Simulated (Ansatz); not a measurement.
Structure relaxation of GaAs2

Theory: DFT PBE, scalar-relativistic, plane waves, PAW in Ansatz 0.2.0. Cutoff 420 eV, Γ-centred k mesh, Gaussian smearing, no spin polarisation in the final step.

The start puts GaAs2 on the 2H molybdenite structure type (P6_3/mmc, No. 194), with Ga in place of Mo, As in place of S, at a guessed volume.

```xyz
6
Lattice="3.2077 0.0000 0.0000 -1.6038 2.7779 0.0000 0.0000 0.0000 12.4765" Properties=species:S:1:pos:R:3 pbc="T T T"
Ga    0.0000    1.8519    3.1191
Ga    1.6038    0.9260    9.3573
As    0.0000    1.8519    7.8290
As    1.6038    0.9260    1.5907
As    0.0000    1.8519   10.8857
As    1.6038    0.9260    4.6475
```

Cell and atoms relax at zero pressure; the relaxation can't lower the symmetry of the start. After a coarse first stage the cell is made exact in the group found at 0.06 Å.

Energies over the elements count from the elements' standard structures at the same level, with no empirical corrections.

Question: Which crystal results?

Answer: It keeps P6_3/mmc (No. 194), but not the shape of the type it started on. Conventional cell: a = 3.646 Å, c = 11.379 Å. Ga has 6 As at 2.96 Å, 2 As at 3.61 Å and 6 Ga at 3.65 Å; As is coordinated by 3 As at 2.60 Å and 3 Ga at 2.96 Å.

Space group P6_3/mmc (No. 194). a = 3.646 Å, b = 3.646 Å, c = 11.379 Å, α = 90.00°, β = 90.00°, γ = 120.00°
| atom | site | symmetry | x | y | z |
| --- | --- | --- | --- | --- | --- |
| Ga | 2c | -6m2 | 0.3333 | 0.6667 | 0.2500 |
| As | 4f | 3m. | 0.3333 | 0.6667 | 0.5671 |

Question: What are its volume, energy, density and gap?

Answer: The volume per atom is 21.83 Å³, the density is 5.57 g/cm³ and the energy over the elements is 0.14 eV/atom. The gap on the 12×12×4 mesh is 0 eV (a metal).

The final run used a 12×12×4 mesh on its 6-atom cell and 0.10 eV smearing. For metals, differences of a few meV/atom aren't resolved. A structure relaxed within its symmetry needn't be a true minimum. The steps took about 4 core-minutes in all.